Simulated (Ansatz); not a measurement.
**CH₅S+ (SMILES C[SH2+]): one structure at several levels**

The task here is to estimate one member of a computed series from the others.

Program: Ansatz 0.2.0, Gaussian basis. Level of theory: single points in def2-TZVPP. These are calculated values, not measurements.

Cores are frozen in the correlated methods.

### The starting structure

SMILES `C[SH2+]`, 7 atoms, charge 1, spin multiplicity 1.

Atoms are counted from 1 here; the program's logs count them from 0.

Bond lengths: C1–S2 1.831 Å, C1–H3 1.094 Å, C1–H4 1.079 Å, C1–H5 1.078 Å, S2–H6 1.338 Å, S2–H7 1.378 Å. Angles: S2–C1–H3 105.2°, S2–C1–H4 108.1°, S2–C1–H5 106.4°, H3–C1–H4 109.4°, H3–C1–H5 114.0°, H4–C1–H5 113.1°, C1–S2–H6 99.0°, C1–S2–H7 98.8°, H6–S2–H7 94.3°.

Coordinates:

```
C    -0.4842   -0.4263   -0.3565
S     0.6013    0.1958    0.9799
H    -1.4939   -0.4125    0.0633
H    -0.2002   -1.4445   -0.5734
H    -0.3485    0.2389   -1.1938
H     0.2468    1.4860    0.9542
H     1.7509    0.3888    0.2450
```

The first run:

Input file run/in.yaml:

```yaml
crystal:
  periodic: [false, false, false]
  atoms:
    - {symbol: C, position_ang: [-0.484220, -0.426290, -0.356532]}
    - {symbol: S, position_ang: [0.601274, 0.195811, 0.979872]}
    - {symbol: H, position_ang: [-1.493865, -0.412528, 0.063303]}
    - {symbol: H, position_ang: [-0.200159, -1.444535, -0.573352]}
    - {symbol: H, position_ang: [-0.348513, 0.238878, -1.193835]}
    - {symbol: H, position_ang: [0.246847, 1.485964, 0.954213]}
    - {symbol: H, position_ang: [1.750872, 0.388829, 0.244962]}
basis:
  gaussian: {orbitals: def2-TZVPP}
total_charge: 1
hamiltonian: {xc: pbe, dispersion: d4}
output: {forces: true}
```

Command:

```sh
$ ansatz run in.yaml --threads 2 --pin off --events-out ev --progress --plain --max-ram 3481MiB
```

Steps of the session up to this table: PBE-D4/def2-TZVPP; r2SCAN-D4/def2-TZVPP; PBE0-D4/def2-TZVPP; wB97M-V/def2-TZVPP; CCSD(T)/def2-TZVPP.

One of the session's tables, all rows but one given; the rest of the session is left out.

| method | RMS force component (eV/Å) | angle to CCSD(T) forces (°) |
| --- | --- | --- |
| PBE-D4 | 0.358 | 37.0 |
| r2SCAN-D4 | 0.308 | 15.8 |
| PBE0-D4 | 0.331 | 19.4 |
| wB97M-V | ? | ? |
| CCSD(T) | 0.309 | reference |

**Question.** Estimate the row for wB97M-V.

As computed: RMS force component (eV/Å): 0.314; angle to CCSD(T) forces (°): 9.5. In the column «RMS force component (eV/Å)» it lies between CCSD(T) (0.309) and PBE0-D4 (0.331).
